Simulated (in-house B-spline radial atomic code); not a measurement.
Functionals against successive ionisation energies: S to S⁶⁺

Ionisation energies as differences of self-consistent total energies from a B-spline radial code for spherical atoms: all electrons, radial basis limit, scalar-relativistic (one-electron X2C), spin-polarised at highest spin, spherical densities; exact exchange is averaged over the determinants of each configuration. No spin-orbit coupling, Breit or QED terms. NIST's values run from ground level to ground level, so in open shells the differences also hold multiplet and fine-structure energies that spherical high-spin averages miss. Columns give computed minus NIST, in eV; a star marks a semi-empirical value. Species are left out where the tabulated value is theory, is uncertain by more than 0.12 eV, or (13 ions, such as In⁴⁺, Te⁴⁺ and Bi⁴⁺) lies off its series for all methods alike, which flatters the means a little.

```csv
species,shell,NIST (eV),wB97X,BHandHLYP,r2SCAN0,OLYP
S,3p,10.36,+0.07,-0.07,-0.34,-0.27
S⁺,3p,23.34,-0.10,-0.16,+0.41,-0.02
S²⁺,3p,34.86 ± 0.04*,-0.02,-0.12,+0.23,+0.08
S³⁺,3p,47.22 ± 0.01*,-0.06,-0.02,-0.08,-0.07
S⁴⁺,3s,72.59,-0.60,-0.23,-0.78,-0.32
S⁵⁺,3s,88.05,-0.91,+0.75,-0.04,+0.68
S⁶⁺,2p,280.95 ± 0.007,+0.32,+0.42,+1.88,+1.17
```

Q: How do the methods rank, and which species is hardest?

A: Mean absolute (signed) differences: BHandHLYP 0.25 (+0.08) eV; wB97X 0.30 (-0.19) eV; OLYP 0.37 (+0.18) eV; r2SCAN0 0.54 (+0.18) eV. For S⁶⁺, which loses a 2p electron, the nearest method is off by +0.32 eV, the largest such miss.
